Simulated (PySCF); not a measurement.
# BH4O− (SMILES [BH3-]O): levels of theory compared

We compute a comparison of 6 runs (SVWN5/STO-6G, MP2/STO-6G, CCSDT/STO-6G, CCSDTQ/STO-6G, NEVPT2(2,2)/STO-6G, QCISD(T)/STO-6G) of BH4O−. 

The calculation is run with PySCF 2.14.0.

2 further runs of the same task are left out: 2 set aside as unsound or not needed.

## 1. The structure to begin with

BH4O− has 6 atoms, charge -1, and is taken as a singlet. SMILES: `[BH3-]O`. The B1–H5 distance was set to 2.742 Å, away from the relaxed value. At this shape a bond of the SMILES string is far longer than usual.

Bond lengths: B1–O2 1.506 Å, B1–H3 1.247 Å, B1–H4 1.218 Å, O2–H6 0.957 Å. Angles: B1–O2–H6 105.4°, O2–B1–H3 110.8°, O2–B1–H4 108.0°, H3–B1–H4 109.7°.

## 2. The energy at SVWN5/STO-6G (run 1)

job.py reads:

```python
from pyscf import gto, dft

molecule = gto.M(
    atom='''
B    0.782552   0.904949  -0.898978
O    0.843672   2.094819   0.021422
H    1.919962   0.428119  -1.082298
H    0.314922   1.273799  -1.961828
H   -0.789000  -1.072510   0.169030
H    1.213992   1.763959   0.839872
''',
    verbose=3,
    charge=-1,
    max_memory=1860,
    basis='sto-6g',
)

ks = dft.RKS(molecule)
ks.xc = 'svwn'
ks.grids.level = 5
ks.conv_tol = 1e-10
ks.kernel()
if not ks.converged:
    ks = ks.newton().run(ks.mo_coeff, ks.mo_occ)

e_tot = ks.e_tot
print(f'total energy: {e_tot:.8f} hartree')
```

Started as:

```
OMP_NUM_THREADS=1 python job.py
```

The log of the run:

```text
SCF not converged.
SCF energy = -100.910218508016
converged SCF energy = -100.910218509719
total energy: -100.91021851 hartree
```

Wall time 9 s (1 thread of Intel Xeon Platinum 8375C at 2.90GHz (Ice Lake), shared host); peak memory 0.15 GiB.

## 3. The energy at MP2/STO-6G (run 2)

calc.py reads:

```python
from pyscf import gto, scf, mp

molecule = gto.Mole()
molecule.atom = '''
B      1.478809     1.710106    -1.698822
O      1.594309     3.958634     0.040482
H      3.628202     0.809028    -2.045247
H      0.595116     2.407131    -3.707318
H     -1.490994    -2.026750     0.319420
H      2.294112     3.333399     1.587128
'''
molecule.spin = 0
molecule.verbose = 3
molecule.unit = 'bohr'
molecule.max_memory = 1860
molecule.basis = 'sto-6g'
molecule.charge = -1
molecule.build()

mf = scf.RHF(molecule)
mf.conv_tol = 1e-10
mf.kernel()
if not mf.converged:
    mf = mf.newton().run(mf.mo_coeff, mf.mo_occ)

pt = mp.MP2(mf, frozen=2).run()
etot = pt.e_tot
print('E(%s) = %.9f' % ('MP2', etot))
```

Started as:

```
OMP_NUM_THREADS=1 python calc.py
```

The log of the run:

```text
converged SCF energy = -101.139857775194
E(RMP2) = -101.25140417929  E_corr = -0.111546404095697
E(SCS-RMP2) = -101.264096225023  E_corr = -0.124238449828727
E(MP2) = -101.251404179
```

It took 0.85 s on 1 thread of Intel Xeon Platinum 8375C at 2.90GHz (Ice Lake), shared host; peak memory 0.12 GiB.

Runs 3 to 5 aren't shown in full; the table further down has their settings and results.

## 4. The energy at QCISD(T)/STO-6G (run 6)

mol.xyz reads:

```xyz
6

B      0.782552     0.904949    -0.898978
O      0.843672     2.094819     0.021422
H      1.919962     0.428119    -1.082298
H      0.314922     1.273799    -1.961828
H     -0.789000    -1.072510     0.169030
H      1.213992     1.763959     0.839872
```

calc.py reads:

```python
from pyscf import gto, scf, cc

mol = gto.M(
    atom='mol.xyz',
    basis='sto-6g',
    verbose=3,
    max_memory=1860,
    charge=-1,
    spin=0,
)

calc0 = scf.RHF(mol)
calc0.conv_tol = 1e-10
calc0.kernel()
if not calc0.converged:
    calc0 = calc0.newton().run(calc0.mo_coeff, calc0.mo_occ)

mycc = cc.QCISD(calc0, frozen=2)
mycc.kernel()
e_t = mycc.qcisd_t()
energy = mycc.e_tot + e_t
print(f'total energy: {energy:.8f} hartree')
```

Started as:

```
OMP_NUM_THREADS=1 python calc.py
```

The log of the run:

```text
converged SCF energy = -101.139857755222
E(QCISD) = -101.2996104386324  E_corr = -0.1597526834106909
QCISD(T) correction = -0.00372430625109043
total energy: -101.30333474 hartree
```

Run time: 1.9 s. Hardware: 1 thread of Intel Xeon Platinum 8375C at 2.90GHz (Ice Lake), shared host; peak memory 0.1 GiB.

## 5. The series

```
run               level  integration grid  frozen core orbitals  energy (Eh)  HOMO energy (eV)  LUMO energy (eV)  HOMO–LUMO gap (eV)  wall time
  1        SVWN5/STO-6G                 5                     –  -100.910219              6.80              9.05                2.25        9 s
  2          MP2/STO-6G                 –                     2  -101.251404              3.69             12.75                9.06     0.85 s
  3        CCSDT/STO-6G                 –                     2  -101.303029              3.69             12.75                9.06      1.2 s
  4       CCSDTQ/STO-6G                 –                     2  -101.302716              3.69             12.75                9.06       39 s
  5  NEVPT2(2,2)/STO-6G                 –                     –  -101.276932              3.69             12.75                9.06     0.88 s
  6     QCISD(T)/STO-6G                 –                     2  -101.303335              3.69             12.75                9.06      1.9 s
```

## 6. Summary of results

| quantity | value |
| --- | --- |
| run 6: total energy | -101.30333 Eh |
| run 6: HOMO energy (Hartree–Fock orbitals) | 3.69 eV |
| run 6: LUMO energy (Hartree–Fock orbitals) | 12.75 eV |
| run 6: HOMO–LUMO gap (to an unbound level, set by the basis) | 9.06 eV |
| run 6: correlation energy (2 core orbitals frozen) | -163.5 mEh |
| run 6: (T) correction | -3.72 mEh |
| run 6: T1 diagnostic | 0.076 |

**Reading.** In runs 1, 2, 3, 4, 5, 6 the HOMO lies above zero, so the outermost electron may be held by the basis alone. In run 6 the T1 diagnostic is large, so a single reference may not serve. In runs 1, 2, 3, 4, 5, 6 the basis is minimal, so the values are rough. All runs together took 53 s, the longest 39 s.
